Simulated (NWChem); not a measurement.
System: dimethyl ether (C₂H₆O); SMILES COC

The following NWChem deck was run.

```
start job
memory heap 200 mb stack 900 mb global 1100 mb
geometry units angstroms
  C      1.161079     0.000000     0.184739
  O      0.000000     0.000000    -0.581115
  C     -1.161079     0.000000     0.184739
  H      1.233042    -0.895231     0.836189
  H      1.233042     0.895231     0.836189
  H      2.021460     0.000000    -0.499582
  H     -1.233042    -0.895231     0.836189
  H     -2.021460     0.000000    -0.499582
  H     -1.233042     0.895231     0.836189
end
basis spherical
  * library sto-3g
end
dft
  xc hfexch
  iterations 150
end
driver
  maxiter 120
end
task dft optimize
task dft freq
```

Parts of the log:

```
             Northwest Computational Chemistry Package (NWChem) 7.3.0
             --------------------------------------------------------

 C2V symmetry detected

                             Geometry "geometry" -> ""
                             -------------------------

 Output coordinates in angstroms (scale by  1.889725989 to convert to a.u.)

  No.       Tag          Charge          X              Y              Z
 ---- ---------------- ---------- -------------- -------------- --------------
    1 C                    6.0000     1.16107900     0.00000000     0.18806438
    2 O                    8.0000     0.00000000     0.00000000    -0.57778962
    3 C                    6.0000    -1.16107900     0.00000000     0.18806438
    4 H                    1.0000     1.23304200    -0.89523100     0.83951438
    5 H                    1.0000     1.23304200     0.89523100     0.83951438
    6 H                    1.0000     2.02146000     0.00000000    -0.49625662
    7 H                    1.0000    -1.23304200    -0.89523100     0.83951438
    8 H                    1.0000    -2.02146000     0.00000000    -0.49625662
    9 H                    1.0000    -1.23304200     0.89523100     0.83951438

 Effective nuclear repulsion energy (a.u.)      84.3016808458

      Symmetry information
      --------------------

 Group name             C2v
 Group number             16
 Group order               4
 No. of unique centers     4

                                Z-matrix (autoz)
                                --------

 Units are Angstrom for bonds and degrees for angles

      Type          Name      I     J     K     L     M      Value
      ----------- --------  ----- ----- ----- ----- ----- ----------
    1 Stretch                  1     2                       1.39091
    2 Stretch                  1     4                       1.10951
    3 Stretch                  1     5                       1.10951
    4 Stretch                  1     6                       1.09934
    5 Stretch                  2     3                       1.39091
    6 Stretch                  3     7                       1.10951
    7 Stretch                  3     8                       1.09934
    8 Stretch                  3     9                       1.10951
    9 Bend                     1     2     3               113.18188
   10 Bend                     2     1     4               112.17500
   11 Bend                     2     1     5               112.17500
   12 Bend                     2     1     6               108.09326
   13 Bend                     2     3     7               112.17500
   14 Bend                     2     3     8               108.09326
   15 Bend                     2     3     9               112.17500
   16 Bend                     4     1     5               107.58311
   17 Bend                     4     1     6               108.34456
   18 Bend                     5     1     6               108.34456
   19 Bend                     7     3     8               108.34456
   20 Bend                     7     3     9               107.58311
   21 Bend                     8     3     9               108.34456
   22 Torsion                  1     2     3     7         -60.61242
   23 Torsion                  1     2     3     8         180.00000
   24 Torsion                  1     2     3     9          60.61242
   25 Torsion                  3     2     1     4          60.61242
   26 Torsion                  3     2     1     5         -60.61242
   27 Torsion                  3     2     1     6         180.00000

[...]

      ----------------------
      Optimization converged
      ----------------------

  Step       Energy      Delta E   Gmax     Grms     Xrms     Xmax
  ---- ---------------- -------- -------- -------- -------- --------
@    4    -152.13387529 -1.4D-07  0.00006  0.00002  0.00035  0.00059
                                     ok       ok       ok       ok

                                Z-matrix (autoz)
                                --------

 Units are Angstrom for bonds and degrees for angles

      Type          Name      I     J     K     L     M      Value     Gradient
      ----------- --------  ----- ----- ----- ----- ----- ---------- ----------
    1 Stretch                  1     2                       1.43362    0.00002
    2 Stretch                  1     4                       1.09495    0.00006
    3 Stretch                  1     5                       1.09495    0.00006
    4 Stretch                  1     6                       1.09143   -0.00002
    5 Stretch                  2     3                       1.43362    0.00002
    6 Stretch                  3     7                       1.09495    0.00006
    7 Stretch                  3     8                       1.09143   -0.00002
    8 Stretch                  3     9                       1.09495    0.00006
    9 Bend                     1     2     3               109.48622   -0.00000
   10 Bend                     2     1     4               112.04898    0.00000
   11 Bend                     2     1     5               112.04898    0.00000
   12 Bend                     2     1     6               107.42846   -0.00001
   13 Bend                     2     3     7               112.04898    0.00000
   14 Bend                     2     3     8               107.42846   -0.00001
   15 Bend                     2     3     9               112.04898    0.00000
   16 Bend                     4     1     5               108.16671   -0.00000
   17 Bend                     4     1     6               108.51955    0.00000
   18 Bend                     5     1     6               108.51955    0.00000
   19 Bend                     7     3     8               108.51955    0.00000
   20 Bend                     7     3     9               108.16671   -0.00000
   21 Bend                     8     3     9               108.51955    0.00000
   22 Torsion                  1     2     3     7         -60.90049   -0.00000
   23 Torsion                  1     2     3     8         180.00000    0.00000
   24 Torsion                  1     2     3     9          60.90049    0.00000
   25 Torsion                  3     2     1     4          60.90049    0.00000
   26 Torsion                  3     2     1     5         -60.90049   -0.00000
   27 Torsion                  3     2     1     6         180.00000   -0.00000

                         Geometry "geometry" -> "geometry"
                         ---------------------------------

[...]

 Rotational Constants
 --------------------
 A=   1.245285 cm-1  (  1.791647 K)
 B=   0.334134 cm-1  (  0.480734 K)
 C=   0.292420 cm-1  (  0.420717 K)

 Temperature                      =   298.15K
 frequency scaling parameter      =   1.0000

 Zero-Point correction to Energy  =   59.353 kcal/mol  (  0.094585 au)
 Thermal correction to Energy     =   61.933 kcal/mol  (  0.098696 au)
 Thermal correction to Enthalpy   =   62.525 kcal/mol  (  0.099640 au)

 Total Entropy                    =   62.460 cal/mol-K
   - Translational                =   37.389 cal/mol-K (mol. weight =  46.0419)
   - Rotational                   =   20.724 cal/mol-K (symmetry #  =        2)
   - Vibrational                  =    4.348 cal/mol-K

 Cv (constant volume heat capacity) =   11.773 cal/mol-K
   - Translational                  =    2.979 cal/mol-K
   - Rotational                     =    2.979 cal/mol-K
   - Vibrational                    =    5.815 cal/mol-K

[normal modes left out]

 ----------------------------------------------------------------------------
 Normal Eigenvalue ||           Projected Infra Red Intensities
  Mode   [cm**-1]  || [atomic units] [(debye/angs)**2] [(KM/mol)] [arbitrary]
 ------ ---------- || -------------- ----------------- ---------- -----------
    1       -0.000 ||    0.000103           0.002         0.100       0.230
    2       -0.000 ||    0.000398           0.009         0.388       0.892
    3        0.000 ||    0.004212           0.097         4.106       9.433
    4        0.000 ||    0.000934           0.022         0.911       2.093
    5        0.000 ||    0.000218           0.005         0.213       0.489
    6        0.000 ||    0.001159           0.027         1.129       2.595
    7      222.641 ||    0.000000           0.000         0.000       0.000
    8      275.214 ||    0.004223           0.097         4.116       9.458
    9      499.128 ||    0.001055           0.024         1.029       2.364
   10     1117.947 ||    0.003401           0.078         3.315       7.617
   11     1277.798 ||    0.000036           0.001         0.035       0.081
   12     1301.326 ||    0.000000           0.000         0.000       0.000
   13     1326.143 ||    0.011570           0.267        11.279      25.914
   14     1436.493 ||    0.017420           0.402        16.982      39.016
   15     1466.300 ||    0.001059           0.024         1.033       2.373
   16     1740.002 ||    0.027183           0.627        26.499      60.883
   17     1779.847 ||    0.000058           0.001         0.056       0.129
   18     1806.002 ||    0.000000           0.000         0.000       0.000
   19     1808.173 ||    0.005678           0.131         5.535      12.717
   20     1823.911 ||    0.006496           0.150         6.333      14.549
   21     1828.237 ||    0.000471           0.011         0.459       1.054
   22     3515.928 ||    0.009506           0.219         9.267      21.291
   23     3516.064 ||    0.004775           0.110         4.655      10.695
   24     3679.719 ||    0.017806           0.411        17.358      39.880
   25     3681.179 ||    0.000000           0.000         0.000       0.000
   26     3716.845 ||    0.000030           0.001         0.030       0.068
   27     3719.031 ||    0.002759           0.064         2.689       6.179
 ----------------------------------------------------------------------------
```

Level: Hartree-Fock/STO-3G.
